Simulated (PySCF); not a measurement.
Molecule: SMILES Cn1ccnn1, C$_{3}$H$_{5}$N$_{3}$.

Geometry:
```tsv
atom	x (Å)	y (Å)	z (Å)
C1	-1.491	-0.004	0.729
N2	-0.218	-0.192	0.083
C3	0.741	0.721	-0.195
C4	1.711	-0.011	-0.845
N5	1.291	-1.297	-0.922
N6	0.133	-1.397	-0.365
H7	-1.364	0.533	1.679
H8	-2.183	0.556	0.082
H9	-1.905	-1.000	0.924
H10	0.659	1.768	0.084
H11	2.668	0.310	-1.250
```

Geometry PBE0-D3(BJ)/def2-SVP throughout; GIAO in PySCF, gas phase, one conformer, non-relativistic; equivalent atoms averaged; functional PBE0.

For orientation, STO-3G gives these absolute shieldings σ: C4 121.3, C3 124.8, C1 195.4, N6 22.5, N5 26.7, N2 154.3, H11 25.29, H10 26.06, H7/H8/H9 29.08 ppm.

A run gave: C4 62.8, C3 73.9, C1 159.6, N6 -111.0, N5 -97.0, N2 31.4, H11 24.02, H10 24.25, H7/H8/H9 27.55 ppm (absolute shieldings σ).

Q: Which basis set was used in that run?
A. def2-SVP
B. 6-31G*
C. def2-TZVP
D. 6-311+G(2d,p)

A: A. N6 tells them apart best: def2-SVP gives -111.0, def2-TZVP gives -137.8, 6-311+G(2d,p) gives -133.4, 6-31G* gives -95.0 ppm.
